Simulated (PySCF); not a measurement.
# Dipole moment and polarisability of P2

Species: P₂.
Numbering: `[P:1]#[P:2]`

Cartesian coordinates in Å at the PBE0-D3(BJ)/def2-SVP level; atoms count from 1:
```xyz
2
P2 angstrom
P      0.9693   -0.0838    0.0082
P     -0.9196   -0.0039   -0.0304
```

Level: B3LYP/def2-SVPD (PySCF), static field, nuclei fixed, core orbitals frozen in the response. The polarisability tensor in these axes (au):

```
x   65.92 -1.28  0.61
y   -1.28 35.83 -0.03
z    0.61 -0.03 35.79
```

**Question.** Diagonalise the tensor; give its mean and Δα, where Δα² is half the sum of the squared differences of the eigenvalues.

**Answer.** Principal values 35.77, 35.77 and 65.99 au; mean 45.85 au = 6.79 Å³ = 7.56 × 10⁻⁴⁰ C²·m²/J; Δα = 30.22 au (66 % of the mean).

**Question.** What is the dipole moment?

**Answer.** 0.00 D; point group D∞h allows none.

**Question.** What depolarisation ratio follows for Rayleigh scattering of linearly polarised light, taking the static tensor?

**Answer.** ρ = 3Δα²/(45ᾱ² + 4Δα²) = 2739.2/(94586 + 3652.3) = 0.0279.

**Question.** Sum over states: ᾱ = Σ f/ω², ω in Eh. What share falls to these 10 lowest TDDFT singlets (eV, f)? 3.58, 0.0000; 3.93, 0.0000; 3.93, 0.0000; 4.37, 0.0000; 4.37, 0.0000; 6.32, 0.2339; 7.86, 0.1365; 7.86, 0.1365; 7.98, 0.0000; 7.98, 0.0000.

**Answer.** They add up to 7.60 au, 16.6 % of the 45.85 au; the largest single term is 4.33 au, from the state at 6.32 eV. Terms in order: 0.00, 0.00, 0.00, 0.00, 0.00, 4.33, 1.63, 1.63, 0.00, 0.00 au. Higher excitations give the rest. The strengths listed sum to 0.507.

**Question.** Give the eigenvalues of the traceless quadrupole moment Θ = ½Σq(3rr − r²1), origin at the centre of nuclear charge.

**Answer.** -0.14, -0.14, 0.27 D·Å. With no charge and no dipole, the values don't depend on the origin. The electronic extent ⟨r²⟩ about the same centre is 153 bohr², a root-mean-square distance of 1.19 Å for the 30 electrons.

Isolated species at its PBE0-D3(BJ)/def2-SVP geometry, gas phase.

The run behind these numbers computed excited states and ΔSCF ions as well. The run took 2.2 s of wall time on Arm Neoverse V1, one thread, on a shared host, and the process peaked at 0.26 GiB of memory.
